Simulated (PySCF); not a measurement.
**2,5-dihydrofuran (C4H6O): NMR shifts and spin-spin couplings**

What NMR shifts and spin-spin couplings should 2,5-dihydrofuran (C4H6O) (`C1=CCOC1`) show?

Computed with PySCF 2.14.0, with density-fitted response routines of our own, on a single molecule in the gas phase. Atoms count from 0, in the outputs and in this text.

## 1. Starting geometry

11 atoms, charge 0, multiplicity 1; geometry from: GFN2-xTB.

Bonds of the start (Å): C0–C1 1.32, C1–C2 1.50, C2–O3 1.42, O3–C4 1.42, C4–C0 1.50, C0–H5 1.07, C1–H6 1.07, C2–H7 1.10, C2–H8 1.10, C4–H9 1.10, C4–H10 1.10.

## 2. Shielding tensors: PBE0/pcSseg-1

The job: settings as JSON, then the geometry in Å.

```
{"job": {"kind": "nmr", "xc": "PBE0", "basis": "pcSseg-1"}, "charge": 0, "multiplicity": 1}
C     -0.721845     0.797719    -0.299121
C      0.562914     0.963536    -0.042403
C      1.176114    -0.353441     0.319330
O      0.119214    -1.298437     0.242365
C     -1.084225    -0.645392    -0.133531
H     -1.445874     1.536784    -0.585097
H      1.137091     1.870028    -0.069265
H      1.593046    -0.348706     1.336794
H      1.977408    -0.640928    -0.376219
H     -1.843592    -0.793546     0.647820
H     -1.464828    -1.084945    -1.066635
```

Level: GIAO PBE0/pcSseg-1 NMR shielding, non-relativistic, gas phase.

**Question.** This job is followed by: B3LYP/pcJ-1 indirect spin-spin coupling, non-relativistic, gas phase. What will the session give for the following? ¹³C shifts against TMS (PBE0/pcSseg-1, means over atoms taken as alike); ¹H shifts against TMS (PBE0/pcSseg-1, means over atoms taken as alike); ¹⁷O shifts against H2O (PBE0/pcSseg-1); largest coupling of the table (B3LYP/pcJ-1).

The runs gave:

| quantity | value |
| --- | --- |
| ¹³C shifts against TMS (PBE0/pcSseg-1, means over atoms taken as alike) | 134.2, 82.0 ppm |
| ¹H shifts against TMS (PBE0/pcSseg-1, means over atoms taken as alike) | 5.98, 5.07 ppm |
| ¹⁷O shifts against H2O (PBE0/pcSseg-1) | 25.5 ppm |
| largest coupling of the table (B3LYP/pcJ-1) | ¹J(C,H) C0–H5, 174.8 Hz |

The most deshielded carbon is C0, C1 (mean) (alkene CH), at 134.2 ppm: as expected for a trigonal carbon in a double bond. H5, H6 (mean) (hydrogen on an alkene CH) lies farthest downfield among hydrogen, at 5.98 ppm; olefinic region. At PBE0/pcSseg-1: The widest tensor belongs to C0, C1: span 196 ppm, with a paramagnetic part of -203 ppm. In the run at B3LYP/pcJ-1, the largest coupling of the table is C0–H5 (mean over like pairs), 174.8 Hz, of which the Fermi-contact term gives 173.8 Hz. Couplings across rotatable bonds belong to this one conformer; where others are populated, the observed values are averages.
